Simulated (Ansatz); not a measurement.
in.yaml

```yaml
crystal:
  periodic: [false, false, false]
  atoms:
    - {symbol: Ge, position_ang: [0.000000, -0.030265, 0.000000]}
    - {symbol: H, position_ang: [0.000000, 1.090584, -1.133489]}
    - {symbol: H, position_ang: [0.000000, 1.090579, 1.133493]}
basis:
  gaussian: {orbitals: cc-pVTZ}
magnetization: {spin_polarized: true, initial_magnetization: 0}
correlation: {method: ccsdt_q, electrons: outside_noble_gas}
```

```sh
$ ansatz run in.yaml --threads 1 --pin off --events-out ev --progress --plain --max-ram 3498MiB --backend cpu
```

Log:

```
811 factors; integrals over basis functions are off by at most 1.8e-7 eV
mean field evaluation 1: about -56504.5338 eV, gradient 5.4e0 eV
mean field evaluation 2: about -56504.5346 eV, gradient 5.4e0 eV
mean field evaluation 4: about -56504.8678 eV, gradient 7.8e-1 eV
mean field evaluation 8: about -56504.8712 eV, gradient 5.4e-4 eV
mean field evaluation 16: about -56504.9070 eV, gradient 2.8e-3 eV
mean field evaluation 32: about -56504.8712 eV, gradient 1.6e-5 eV
mean field evaluation 64: about -56503.3011 eV, gradient 1.4e-3 eV
mean field evaluation 96: about -56503.2975 eV, gradient 3.0e-1 eV
mean field -56504.90696343 eV, -2076.5170305046 hartree, gradient 1.2e-6 eV, S^2 0.257641; 6 other end points of the search recorded, 0 dependent functions left out
determinant -56504.90696343 eV, -2076.5170305046 hartree, with singles and doubles -56508.43970090 eV, -2076.6468562119 hartree
determinant -56503.30110292 eV, -2076.4580162194 hartree, with singles and doubles -56506.62370661 eV, -2076.5801196527 hartree
determinant -56504.87119464 eV, -2076.5157160259 hartree, with singles and doubles -56508.46622128 eV, -2076.6478308181 hartree
determinant -56504.90696343 eV, -2076.5170305046 hartree, with singles and doubles -56508.35965758 eV, -2076.6439146740 hartree
determinant -56504.87119464 eV, -2076.5157160259 hartree, with singles and doubles -56508.36788243 eV, -2076.6442169317 hartree
14 core orbitals not correlated: weight in the atoms' cores, before any rotation towards them, 1.000 or more for the frozen orbitals, at most 0.000 for the correlated occupied ones
reference -56504.87119464 eV, -2076.5157160259 hartree; 3, 3 occupied and 54, 54 virtual orbitals, 811 factors
second order -2.81321234 eV of doubles, -0.00000000 eV of singles
cycle   1  -3.27947253 eV  change   -4.7e-1 eV  update   6.5e-2
cycle   2  -3.58777668 eV  change   -3.1e-1 eV  update   3.0e-2
cycle   3  -3.59939753 eV  change   -1.2e-2 eV  update   9.6e-3
cycle   4  -3.60193678 eV  change   -2.5e-3 eV  update   5.0e-3
cycle   5  -3.60230933 eV  change   -3.7e-4 eV  update   1.8e-3
cycle   6  -3.60131670 eV  change    9.9e-4 eV  update   8.9e-4
cycle   7  -3.60186034 eV  change   -5.4e-4 eV  update   3.7e-4
cycle   8  -3.60197557 eV  change   -1.2e-4 eV  update   1.2e-4
cycle   9  -3.60188126 eV  change    9.4e-5 eV  update   4.1e-5
cycle  10  -3.60188197 eV  change   -7.0e-7 eV  update   1.2e-5
cycle  11  -3.60188776 eV  change   -5.8e-6 eV  update   4.2e-6
cycle  12  -3.60188855 eV  change   -7.9e-7 eV  update   1.2e-6
cycle  13  -3.60188789 eV  change    6.5e-7 eV  update   5.0e-7
cycle  14  -3.60188752 eV  change    3.8e-7 eV  update   1.7e-7
perturbative correction -0.00324651 eV, -0.0001193070 hartree
Total energy: -56508.47632867 eV, -2076.6482022577 hartree
```

For the same geometry and basis full CI lies 0.6 meV lower.

Ran on 1 thread of AMD EPYC 7R13, shared host: 26 s wall, 0.46 GiB peak host memory.
